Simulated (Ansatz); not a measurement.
Stepwise reaction of SiH₄ with hydrogen fluoride, as a gas-phase model of exchange steps in deposition or etching. ΔE in kJ/mol; ΔG adds harmonic PBE0-D4 terms to CCSD(T)/CBS, at 1 bar.

Program: Ansatz. Geometries: PBE0-D4/def2-TZVP. ΔE: electronic, gas phase. CCSD(T)/CBS is the MP2 limit (def2-TZVPP, def2-QZVPP) plus CCSD(T) − MP2 in def2-TZVPP, frozen cores. This one scheme is used for every species. DFT in def2-TZVPP. B3LYP here is the variant with VWN-RPA as its local correlation; programs differ in this.

```json
{"step": "1", "reaction": "SiH₄ + H–F → `F[SiH3]` + H₂", "PBE-D4": "-97.2", "B3LYP-D4": "-107.3", "ωB97M-V": "-107.1", "CCSD(T)/CBS": "-105.4", "ΔG(400 K)": "-109.5"}
{"step": "2", "reaction": "`F[SiH3]` + H–F → `F[SiH2]F` + H₂", "PBE-D4": "-125.9", "B3LYP-D4": "-133.6", "ωB97M-V": "-134.4", "CCSD(T)/CBS": "-131.8", "ΔG(400 K)": "-133.0"}
{"step": "3", "reaction": "`F[SiH2]F` + H–F → `F[SiH](F)F` + H₂", "PBE-D4": "-133.2", "B3LYP-D4": "-140.5", "ωB97M-V": "-142.0", "CCSD(T)/CBS": "-139.4", "ΔG(400 K)": "-138.3"}
{"step": "4", "reaction": "`F[SiH](F)F` + H–F → `F[Si](F)(F)F` + H₂", "PBE-D4": "-114.8", "B3LYP-D4": "-123.1", "ωB97M-V": "-125.0", "CCSD(T)/CBS": "-123.4", "ΔG(400 K)": "-119.2"}
```

Q: By hand: ΔE of the 4 steps together at CCSD(T)/CBS.

A: (-105.4) + (-131.8) + (-139.4) + (-123.4) = -500.0 kJ/mol, or -125.0 kJ/mol a step.

In ΔE step 3 is the lowest and step 1 the highest. All are downhill at CCSD(T)/CBS. ΔG lies between -138.3 and -109.5 kJ/mol a step. PBE-D4 differs from CCSD(T)/CBS by 5.9 to 8.6 kJ/mol a step. Isolated molecules leave out the surface, adducts and barriers. Largest T1 diagnostic: 0.012.
